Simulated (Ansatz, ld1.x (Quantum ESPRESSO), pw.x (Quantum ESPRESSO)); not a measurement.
From atom to crystal: TM potential for carbon (C)

ld1.x (Quantum ESPRESSO) 7.5 input, shortened:

```
&input
   title='C', zed=6., rel=1, dft='PW', iswitch=3,
   config='[He] 2s2 2p2 3d-2'
 /
 &inputp
   pseudotype=2, tm=.true., lloc=2,
   nlcc=.false.
 /
3
2S  1  0   2.00   0.00  1.30  1.30  0.0
2P  2  1   2.00   0.00  1.75  1.75  0.0
3D  3  2  -2.00   0.05  1.30  1.30  0.0
 &test
   configts(1)='2s2 2p2'
 /
```

Crystal test: sc C in pw.x 7.5, no spin, 18³ k-points, Fermi–Dirac smearing 0.01 Ry, cutoffs 100/400 Ry. The reference is all-electron LAPW (Ansatz 0.2.0) with the same functional, mesh and smearing; V0 and B0 come from Birch–Murnaghan fits to the pressures at five volumes. Errors are pseudo minus all-electron; Δ is the rms difference of the E(V) curves that follow from these fits, minima aligned, over ±6 % about the mean V0. Mesh and smearing are coarse, so the numbers serve the comparison and aren't converged zero-temperature values; the lattice is a test structure that the element need not adopt.

```csv
V (Å³/atom),P all-electron (GPa),P pseudo (GPa)
4.942,34.22,29.79
5.072,22.37,18.48
5.202,11.87,8.47
5.332,2.47,-0.48
5.462,-5.98,-8.54
```

All-electron: a0 = 1.751 Å (V0 = 5.37 Å³/atom), B0 = 355.9 GPa.

Pseudopotential: mean pressure error (GPa): -3.44; a0 (Å): 1.746; a0 error (%): -0.27; B0 error (%): -1.8; Δ (meV/atom): 3.4. The largest radius (1.75 bohr) exceeds half the bond length (1.64 bohr), so the spheres overlap, which is one possible source of error among others.

Question: At the middle volume, how do free energy and pressure move when the wave cutoff is lowered (ecutrho kept at four times it)?

Answer:

| cutoff (Ry) | shift of F (meV/atom) | shift of P (GPa) |
| --- | --- | --- |
| 45 | +39.0 | -0.58 |
| 60 | +25.5 | -1.81 |
| 80 | +3.9 | -0.89 |

The run at the middle volume (220 k-points, 5 iterations) took about 10 s on one core of a shared host (Neoverse-V1, 32 threads, 247 GiB, load 16).
